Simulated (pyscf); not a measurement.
GeH₄ (SMILES [GeH4]) + H₂O (SMILES O) -> HO–GeH₃ (SMILES [OH][GeH3]) + H₂ (SMILES [H][H]), a four-centre exchange (singlet surface; Ge–H, H–O broken, Ge–O, H–H formed). Optimised with ωB97X-D3(BJ)/def2-SVP in PySCF. Energies in kJ/mol from the separated reactants.

Small-basis levels: PySCF, no dispersion term, spherical d functions. 

**Question.** Quick HF/6-31G*+LANL2DZ single points give ΔE‡ = 271.9 kJ/mol and ΔE = +0.5 kJ/mol. What does ωB97M-D3(BJ)/def2-TZVP give, and how far is the quick result from it?

**Answer.** ωB97M-D3(BJ)/def2-TZVP gives ΔE‡ = 193.4 kJ/mol and ΔE = +1.5 kJ/mol. HF/6-31G*+LANL2DZ lies 78.5 kJ/mol over it in the barrier and 1.0 kJ/mol under it in the reaction energy, so on this step it does not hold to within 12.6 kJ/mol. ωB97M-D3(BJ)/def2-TZVP has limits of its own. One saddle was located; it need not be the lowest between these sides. In the def2 sets elements up to Kr have no core potential.
